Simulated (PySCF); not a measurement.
From one molecule to another.

First species: sulfuryl chloride, Cl₂O₂S.
InChI=1S/Cl2O2S/c1-5(2,3)4

Second species: 1,3-dioxane, C₄H₈O₂.
InChI=1S/C4H8O2/c1-2-5-4-6-3-1/h1-4H2

Levels: CAM-B3LYP/def2-SVPD for dipole moment, HOMO energy, LUMO energy, HOMO–LUMO gap, static isotropic polarisability and electronic spatial extent ⟨r²⟩ about the centre of nuclear charge; TDDFT CAM-B3LYP/def2-SVPD for lowest singlet excitation; PBE0-D3(BJ)/def2-SVP for rotational constant A and rotational constant C. Geometries: PBE0-D3(BJ)/def2-SVP. Each species is one conformer at its optimised geometry, gas phase, non-relativistic unless stated; the electronic structure was computed with PySCF and density fitting.

Task: Which has the higher rotational constant A?

Result: The second: 5.061 GHz against 3.334 GHz, a difference of 1.727 GHz.

Task: Which has the higher HOMO–LUMO gap?

Result: The second: 10.56 eV against 8.84 eV, a difference of 1.72 eV.

Task: Which of the two has the higher rotational constant C, and by how much?

Result: The second: 2.788 GHz against 1.859 GHz, a difference of 0.929 GHz.

Task: Which of the two has the higher LUMO energy, and by how much?

Result: The second: 1.33 eV against -2.65 eV, a difference of 3.98 eV.

Task: Which has the higher dipole moment?

Result: The second: 2.16 D against 1.78 D, a difference of 0.38 D.

Task: Which of the two has the higher HOMO energy, and by how much?

Result: The second: -9.23 eV against -11.49 eV, a difference of 2.26 eV.

Task: Which has the higher S1 energy?

Result: The second: 7.66 eV against 4.86 eV, a difference of 2.80 eV.

Task: Which of the two has the higher ⟨r²⟩, and by how much?

Result: The first: 676 bohr² against 495 bohr², a difference of 181 bohr².

On the first: The dipole matches unit charges of opposite sign 0.37 Å apart (1 e·Å = 4.8032 D). A dipole of 1.78 D is allowed in C2v, and pure rotational transitions are dipole-allowed.

On the second: The dipole equals about 7.2 × 10⁻³⁰ C·m (1 D = 3.33564 × 10⁻³⁰ C·m). The 10 singlets span 7.66 to 8.99 eV, and their oscillator strengths add up to 0.27.
